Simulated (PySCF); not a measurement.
**NaH₂O+, an ion with solvent molecules: interaction energy**

One table from this session's results is given with a row withheld; the runs are named, their logs left out.

Computed with PySCF 2.14.0; each step states its level. No surroundings beyond the atoms listed, unless a continuum is named. Atoms count from 0, parts from 1.

## Starting point

4 atoms, charge 1, multiplicity 1; geometry: GFN2-xTB. Parts: 1 = atom 0, `[Na+]`, charge 1; 2 = atoms 1–3, `O`, charge 0.

Set-up of the first run:

What the job is given:

```
{"job": {"xc": "PBE0", "basis": "def2-SVPD", "d3": "d3bj", "grid": 2, "kind": "geom"}, "charge": 1, "multiplicity": 1, "parts": [{"atoms": "0-0", "charge": 1, "multiplicity": 1}, {"atoms": "1-3", "charge": 0, "multiplicity": 1}]}
Na     0.157610     0.054177     0.214447
O      1.884678    -0.284795     1.250490
H      2.260047     0.223729     1.984332
H      2.534242    -0.993934     1.133781
```

Launch:

```bash
> OMP_NUM_THREADS=1 python cluster_run.py task.json out
```

The driver reads the jobs from task.json and runs them one after another.

Steps of the session up to this table: Geometry optimisation at PBE0-D3(BJ)/def2-SVPD; Coupled-cluster interaction energy: CCSD(T) and MP2, 2.21 Å; Coupled-cluster interaction energy: CCSD(T) and MP2, 2.43 Å; Coupled-cluster interaction energy: CCSD(T) and MP2, 2.10 Å; Coupled-cluster interaction energy: CCSD(T) and MP2, 2.76 Å; Coupled-cluster interaction energy: CCSD(T) and MP2, 1.99 Å; Coupled-cluster interaction energy: CCSD(T) and MP2, 3.32 Å; Coupled-cluster interaction energy: CCSD(T) and MP2, 4.42 Å.

One table of the session follows, with a row left open; its other results are not shown here.

It belongs to the step «Coupled-cluster interaction energy: CCSD(T) and MP2, 4.42 Å». 

```
                 method  interaction energy (kcal/mol)
         HF/aug-cc-pVDZ                          -7.27
        MP2/aug-cc-pVDZ                          -6.88
       CCSD/aug-cc-pVDZ                          -6.87
    CCSD(T)/aug-cc-pVDZ                          -6.81
         HF/aug-cc-pVTZ                          -7.27
        MP2/aug-cc-pVTZ                          -6.90
    SCS-MP2/aug-cc-pVTZ                              ?
      MP2, extrapolated                          -6.90
CCSD(T), limit estimate                          -6.83
```

Estimate the missing values for SCS-MP2/aug-cc-pVTZ.

The run gave: interaction energy (kcal/mol): -6.89. In the column «interaction energy (kcal/mol)» it lies between MP2, extrapolated (-6.90) and MP2/aug-cc-pVDZ (-6.88).

In this run the core of Na (2s2p) is correlated, in a basis without core functions; only the other cores are frozen.
